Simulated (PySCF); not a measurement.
**Heteronuclear NMR**

Geometry:
```csv
atom,x (Å),y (Å),z (Å)
Si1,-1.543,-0.221,0.105
O2,0.067,-0.338,0.353
Si3,1.552,0.221,-0.040
H4,-1.858,1.026,-0.642
H5,-2.014,-1.392,-0.677
H6,-2.231,-0.197,1.420
H7,2.415,-0.925,-0.416
H8,1.457,1.168,-1.183
H9,2.142,0.920,1.129
```

- NMR shieldings at PBE0/pcSseg-2/GIAO
- structure optimised with PBE0-D3(BJ)/def2-TZVP
- code: PySCF 2.14.0 with density-fitted response routines
- one conformer, rapidly exchanging positions averaged, no relativistic terms, gas phase

Problem. Where does $^{29}$Si resonate?

Solution. 
```csv
atoms,environment,σ (ppm),δ (ppm)
Si1/Si3,"silicon bonded to O, 3 H",382.1,-44.1
```

Shieldings were converted by a linear fit to measured shifts: $^{29}$Si: δ = 281.49 − 0.852σ (rms 6.5 ppm, 44 shifts, 28.5 ppm with the 5 outliers that the fit left out vs TMS, solution or neat liquid). Occasional misses reach two or three times the rms, and more in compound classes unlike the fitted ones.

On a 500 MHz spectrometer $^{29}$Si resonates near 99.3 MHz, so 1 ppm is 99.3 Hz.

Problem. Predict the $^{17}$O NMR data.

Solution. 
| atoms | environment | σ (ppm) | δ (ppm) |
| --- | --- | --- | --- |
| O2 | oxygen bonded to 2 Si | 328.4 | -34.9 |

Shieldings were converted by a linear fit to measured shifts: $^{17}$O (scatter 11.0 ppm rms, 12.4 ppm with the 2 outliers that the fit left out vs liquid water, solution or neat liquid). A few per cent of atoms miss by over 2 rms, more outside the fitted compound classes.

On a 500 MHz spectrometer $^{17}$O resonates near 67.8 MHz, so 1 ppm is 67.8 Hz.
